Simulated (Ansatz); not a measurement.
# NaH₂− (singlet): the correlation ladder at distance Na1–H2 = 1.636 Å, aug-cc-pVTZ

One table from this session's results is given with a row withheld; the runs are named, their logs left out.

Method: aug-cc-pVTZ, core rule «outside noble gas», up to 5 orbitals frozen; program: Ansatz 0.2.0, Gaussian basis.

Plan: UHF; CCSD(T) on RHF; BCCD(T) on RHF; CCSDT(Q) on RHF; Full CI.

27 further runs of the same task are left out: 11 for a known fault of the program, 1 for a mislabelled method, 7 that didn't finish, 8 set aside as unsound or not needed.

### The geometry

The geometry derives from a PBE0/def2-TZVPD stationary point (not a proven minimum). One bond is set to the value named and the two fragments are kept rigid.

3 atoms, charge -1, spin multiplicity 1.

Atoms are counted from 1 here; the program's logs count them from 0.

Bond lengths: Na1–H2 1.636 Å, Na1–H3 2.066 Å. Angles: H2–Na1–H3 180.0°.

Set-up of the first run:

Input file in.yaml:

```yaml
crystal:
  periodic: [false, false, false]
  atoms:
    - {symbol: Na, position_ang: [0.000000, 0.000000, -0.143253]}
    - {symbol: H, position_ang: [0.000000, 0.000000, -1.779253]}
    - {symbol: H, position_ang: [0.000000, 0.000000, 1.922507]}
basis:
  gaussian: {orbitals: aug-cc-pVTZ}
total_charge: -1
magnetization: {spin_polarized: true, initial_magnetization: 0}
hamiltonian: {xc: hf}
output: {orbitals: {seedname: orbitals}}
```

On the command line:

```console
ansatz run in.yaml --threads 1 --pin off --events-out ev --progress --plain --max-ram 2393MiB
```

Steps of the session up to this table: UHF; CCSD(T) on RHF; BCCD(T) on RHF; CCSDT(Q) on RHF; Full CI.

One of the session's tables, all rows but one given; the rest of the session is left out.

| method | from FCI (meV) |
| --- | --- |
| RHF | +2029.7 |
| RMP2 | +473.7 |
| RCCSD | +10.1 |
| RCCSD(T) | +3.3 |
| BCCD(T) | +3.2 |
| RCCSDT | +0.4 |
| RCCSDT(Q) | ? |
| FCI | 0 |

Q: Estimate the row for RCCSDT(Q) from the others.

The run gave: from FCI (meV): +0.1. In the column «from FCI (meV)» it lies between FCI (0) and RCCSDT (+0.4).
